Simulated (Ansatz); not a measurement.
**C₅H₈S: one species, many methods**

How much do the methods differ for C₅H₈S? The plan is to run it at one geometry with functionals of several rungs and with coupled cluster, and see how far each lands from CCSD(T) at the basis-set limit for the atomisation energy.

Method: functionals in def2-TZVPP, the program's frozen cores in correlated methods; program: Ansatz 0.2.0, Gaussian basis.

Plan: PBE-D4, r2SCAN-D4, PBE0-D4, B3LYP-D4, ωB97X-V, ωB97M-V, B2PLYP; CCSD(T)/def2-TZVPP; MP2/def2-QZVPP; extrapolation to the limit.

### 1 Structure used throughout

The geometry comes from an earlier relaxation with PBE0-D4 in a triple-zeta def2 set; it is a stationary point, not always the lowest conformer.

SMILES `C=CCSC=C`, 14 atoms, charge 0, spin multiplicity 1.

Atoms are counted from 1 here; the program's logs count them from 0.

Bond lengths: C1–C2 1.326 Å, C1–H7 1.086 Å, C1–H8 1.084 Å, C2–C3 1.486 Å, C2–H9 1.087 Å, C3–S4 1.818 Å, C3–H10 1.094 Å, C3–H11 1.092 Å, S4–C5 1.743 Å, C5–C6 1.328 Å, C5–H12 1.087 Å, C6–H13 1.084 Å, C6–H14 1.083 Å. Angles: C2–C1–H7 121.4°, C2–C1–H8 121.5°, H7–C1–H8 117.1°, C1–C2–C3 124.0°, C1–C2–H9 120.0°, C3–C2–H9 115.9°, C2–C3–S4 112.6°, C2–C3–H10 111.1°, C2–C3–H11 111.7°, S4–C3–H10 103.5°, S4–C3–H11 109.6°, H10–C3–H11 108.0°, C3–S4–C5 100.7°, S4–C5–C6 123.9°, S4–C5–H12 114.8°, C6–C5–H12 121.2°, C5–C6–H13 122.2°, C5–C6–H14 120.3° and more.

Geometry (Å):

```mol
C5H8S
  3D, bonds by distance, orders not assigned

 14 13  0  0  0  0  0  0  0  0999 V2000
   -0.7924    1.2947    1.6764 C   0  0
   -0.6467    1.5024    0.3744 C   0  0
   -1.1776    0.5963   -0.6764 C   0  0
    0.1373   -0.1425   -1.6923 S   0  0
    0.9920   -1.0722   -0.4913 C   0  0
    1.7691   -2.1114   -0.7745 C   0  0
   -1.3393    0.4363    2.0544 H   0  0
   -0.3798    1.9784    2.4088 H   0  0
   -0.0864    2.3642    0.0205 H   0  0
   -1.7818    1.1473   -1.4024 H   0  0
   -1.7986   -0.1944   -0.2509 H   0  0
    0.8926   -0.7038    0.5264 H   0  0
    1.8822   -2.4908   -1.7838 H   0  0
    2.3293   -2.6043    0.0106 H   0  0
  1  2  8  0
  2  3  8  0
  3  4  8  0
  4  5  8  0
  5  6  8  0
  1  7  8  0
  1  8  8  0
  2  9  8  0
  3 10  8  0
  3 11  8  0
  5 12  8  0
  6 13  8  0
  6 14  8  0
M  END
```

### 2 PBE-D4 (GGA)

The input, in.yaml:

```yaml
crystal:
  periodic: [false, false, false]
  atoms:
    - {symbol: C, position_ang: [-0.792435, 1.294747, 1.676417]}
    - {symbol: C, position_ang: [-0.646658, 1.502366, 0.374425]}
    - {symbol: C, position_ang: [-1.177557, 0.596272, -0.676394]}
    - {symbol: S, position_ang: [0.137285, -0.142535, -1.692327]}
    - {symbol: C, position_ang: [0.991979, -1.072223, -0.491328]}
    - {symbol: C, position_ang: [1.769116, -2.111423, -0.774515]}
    - {symbol: H, position_ang: [-1.339308, 0.436257, 2.054445]}
    - {symbol: H, position_ang: [-0.379751, 1.978412, 2.408797]}
    - {symbol: H, position_ang: [-0.086405, 2.364168, 0.020536]}
    - {symbol: H, position_ang: [-1.781836, 1.147285, -1.402356]}
    - {symbol: H, position_ang: [-1.798557, -0.194369, -0.250885]}
    - {symbol: H, position_ang: [0.892554, -0.703838, 0.526359]}
    - {symbol: H, position_ang: [1.882244, -2.490810, -1.783805]}
    - {symbol: H, position_ang: [2.329339, -2.604308, 0.010649]}
basis:
  gaussian: {orbitals: def2-TZVPP}
hamiltonian: {xc: pbe, dispersion: d4}
output: {forces: true, orbitals: {seedname: orbitals}}
```

Command:

```bash
$ ansatz run in.yaml --threads 2 --pin off --events-out ev --progress --plain --max-ram 22528MiB --backend cuda --devices 0, --max-vram 18GiB
```

After this run come: r2SCAN-D4 (meta-GGA); PBE0-D4 (hybrid); B3LYP-D4 (hybrid); ωB97X-V (range-separated); ωB97M-V (range-separated); B2PLYP (double hybrid); CCSD(T) in def2-TZVPP; MP2 in def2-QZVPP.

**Question.** What will the summary of the whole plan be? Wanted: atomisation energy, CCSD(T)/CBS; farthest; mean size of error, hybrid; mean size of error, range-separated; gap, smallest and largest; T1 diagnostic; triples share of the correlation energy.

**Answer**, as computed:

| quantity | value |
| --- | --- |
| atomisation energy, CCSD(T)/CBS | 58.936 eV |
| functionals within 0.295 eV (0.5 %) | B3LYP-D4, ωB97X-V, ωB97M-V |
| farthest | PBE-D4 (+1.750 eV) |
| mean size of error, hybrid | 0.439 eV |
| mean size of error, range-separated | 0.178 eV |
| gap, smallest and largest | 3.88 eV (PBE-D4), 10.39 eV (ωB97X-V) |
| T1 diagnostic | 0.0116 |
| triples share of the correlation energy | 4.6 % |

What this shows: PBE-D4 misses by +1.750 eV. Double hybrids carry the basis error of their MP2 part in triple zeta, and no dispersion term here, so their miss is partly the set-up's. Misses under about 0.295 eV are within the doubt on the reference itself, which lacks core-valence correlation, relativity and higher excitations. Hartree-Fock recovers 74 % of the binding; the rest is correlation. Orbital gaps span 3.9 to 10.4 eV; exact exchange widens them.
